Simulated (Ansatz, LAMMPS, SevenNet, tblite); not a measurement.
# Rock-salt CaO, elastic constant C11

Reference value: 219 GPa (measured, room temperature, not corrected to a static lattice; as tabulated in Speziale et al. (2006), doi:10.1029/2005jb003823).

Q: What do ionic model lewis1985b, GFN1-xTB, SevenNet-0, LDA, PBE, HSE06, Hartree–Fock give, and how far is each from the reference?

A: 
| level (code) | value (GPa) | cell (Å³/atom) | difference (%) |
|---|---|---|---|
| ionic model lewis1985b (shell model, LAMMPS) | 223 | 13.90 | +1.8 |
| GFN1-xTB (tblite) | 223 | 11.99 | +1.8 |
| SevenNet-0 | 194 | 14.16 | -11.4 |
| LDA (Ansatz) | 260 | 13.04 | +18.7 |
| PBE (Ansatz) | 201 | 14.09 | -8.2 |
| HSE06 (Ansatz) | 221 | 13.81 | +0.9 |
| Hartree–Fock (Ansatz) | 220 | 14.33 | +0.5 |

The reference is not for a static lattice or low temperature, so close values are not ranked against it.

The reference isn't brought to a static lattice, while the calculations are for one, so the differences are not the levels' errors alone. A static lattice is as a rule stiffer than a warm one, by over a tenth in soft solids.  GFN1-xTB: the method was fitted mainly to molecules. GFN1-xTB: the run uses a supercell at the zone centre in place of a k mesh. Each level is taken at its own relaxed cell. Ansatz's density-functional and Hartree–Fock values are scalar-relativistic unless marked +SOC, with PAW data made under PBE.

Empirical potentials (ionic model lewis1985b) are fitted to chosen data: where that held the value shown, agreement is built in, and what lay outside the fit can be far off. Machine-learned potentials (SevenNet-0) are trained on DFT data: a solid inside that data is no test of them.

Differences are worked out from the printed values.

Ansatz is a first-principles code.
